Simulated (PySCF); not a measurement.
A GIAO shielding run with PySCF 2.14 (density fitting, non-relativistic, gas phase) on SMILES SC1CCCC1, C5H10S:

```
$ OMP_NUM_THREADS=1 python probes_run.py task.json out

{"job": {"kind": "nmr", "xc": "KT3", "basis": "pcSseg-2", "pop": false}, "charge": 0, "multiplicity": 1}
S      2.189687     1.023312     0.038234
C      1.065942    -0.340058     0.483187
C     -0.141319     0.110175     1.299971
C     -1.148611     0.608686     0.255033
C     -0.779675    -0.111171    -1.062275
C      0.416032    -1.009515    -0.723895
H      1.290915     1.775437    -0.616147
H      1.714884    -1.021191     1.037677
H     -0.545277    -0.764502     1.820852
H      0.109497     0.858013     2.052185
H     -2.175611     0.407104     0.563313
H     -1.070738     1.691743     0.135805
H     -1.611838    -0.689017    -1.466848
H     -0.505417     0.614134    -1.831676
H      1.106204    -1.148864    -1.555926
H      0.063110    -1.999209    -0.413746
```

Hardware: 1 thread of an Arm Neoverse V1, shared host. The job also computes ring-centre shieldings.

Problem. How large is the calculation?

Solution. 56 electrons, 363 basis functions and 968 auxiliary functions.

Problem. How long does it take, and how much memory does it need?

Solution. 92 s of wall time, with 14 SCF cycles; peak memory 1.3 GiB. Times on a shared host scatter by some tens of per cent.

Problem. And these other runs on the same molecule and hardware: GIAO shielding at B97-2/pcSseg-2; GIAO shielding at PBE0/pcSseg-2; GIAO shielding at wB97X-D/pcSseg-2?

Solution. B97-2/pcSseg-2: 363 functions, 63 s; PBE0/pcSseg-2: 363 functions, 79 s; wB97X-D/pcSseg-2: 363 functions, 89 s.
